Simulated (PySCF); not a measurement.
Working out the electron affinity of Al

Al⁻ [Ne] 3s2 3p2 (3P) → Al [Ne] 3s2 3p1 (2P). Calculation: PySCF 2.14, in aug-cc-pwCVTZ (8s7p5d3f, 75 functions); the non-relativistic Hamiltonian (point nucleus). Frozen: nothing. Energies in hartree (1 hartree = 27.21139 eV):

```tsv
part	Al⁻ (lower)	Al (upper)
UHF	-241.879839	-241.879246
MP2 opposite-spin	-0.237337	-0.232057
MP2 same-spin	-0.088033	-0.081092
```

What does Hartree-Fock give?

(-241.879246) − (-241.879839) = 0.000593 hartree = 0.016 eV.

What do MP2 and SCS-MP2 (6/5 opposite-spin, 1/3 same-spin) give?

The opposite-spin parts differ by 0.144 eV and the same-spin parts by 0.189 eV. MP2: 0.016 + (0.144) + (0.189) = 0.349 eV. SCS-MP2: 0.016 + 1.2 × (0.144) + (0.189)/3 = 0.252 eV.

A first-order spin-orbit estimate adds -0.003 eV to MP2 (all electrons), giving 0.346 eV against 0.433 eV (measured; photodetachment measurements, as compiled on the Wikipedia data page of electron affinities).

What remains against the reference includes basis incompleteness and correlation beyond second order.
